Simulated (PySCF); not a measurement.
## SO⁺: energy against distance

Set-up: S x2c-SVPall, O x2c-SVPall; spin-free X2C with a Gaussian nucleus (PySCF 2.14). Energies in eV from S⁺ + O in their ground configurations at the same level. All curves are PBE0. state 1: ²Π (doublet), unpaired electrons π ↑; state 2: ⁴Π (quartet), unpaired electrons π ↑↑↑, a second solution, started from another occupation; state 3: sextet, unpaired electrons σ ↑, π ↑↑↑↑, a second solution, started from another occupation.

```json
{"R (Å)": "1.236", "state 1": "-2.573", "state 2": "4.443", "state 3": "19.4046"}
{"R (Å)": "1.293", "state 1": "-3.846", "state 2": "2.146", "state 3": "15.8608"}
{"R (Å)": "1.351", "state 1": "-4.541", "state 2": "0.515", "state 3": "12.9870"}
{"R (Å)": "1.394", "state 1": "-4.781", "state 2": "-0.371", "state 3": "11.1689"}
{"R (Å)": "1.437", "state 1": "-4.842", "state 2": "-1.033", "state 3": "9.5814"}
{"R (Å)": "1.480", "state 1": "-4.765", "state 2": "-1.512", "state 3": "8.1874"}
{"R (Å)": "1.538", "state 1": "-4.503", "state 2": "-1.929", "state 3": "6.5832"}
{"R (Å)": "1.609", "state 1": "-4.001", "state 2": "-2.182", "state 3": "4.9266"}
{"R (Å)": "1.696", "state 1": "-3.252", "state 2": "-2.213", "state 3": "3.3578"}
{"R (Å)": "1.811", "state 1": "-2.152", "state 2": "-1.968", "state 3": "1.8363"}
```

Put a parabola through the three lowest points of the state 1 curve and estimate Re, k and ωe (reduced mass 10.66 u; 1 eV/Å² = 0.16022 mdyn/Å; ωe = 1302.8·√(k/μ) cm⁻¹).

Through R = 1.394, 1.437, 1.48 Å the second-order coefficient is 37.3 eV/Å², so Re ≈ 1.435 Å, k ≈ 12.0 mdyn/Å and ωe ≈ 1380 cm⁻¹. A polynomial fit of higher order to the unrounded PBE0 energies gives Re = 1.433 Å, k = 12.2 mdyn/Å, ωe = 1393 cm⁻¹; anharmonicity and rounding make the difference.

The higher-order fit for each curve: state 1: Re = 1.433 Å, ωe = 1393 cm⁻¹, De = 4.84 eV; state 2: Re = 1.662 Å, ωe = 884 cm⁻¹, minimum 2.23 eV below the ground-state fragments. State 3 gave no clean fit.

For an ion De counts to the pair picked by the measured ionisation energies or electron affinities, which need not be the lowest pair at this level. The state is the lowest determinant that a PBE0 search found; another state may lie lower at other levels.
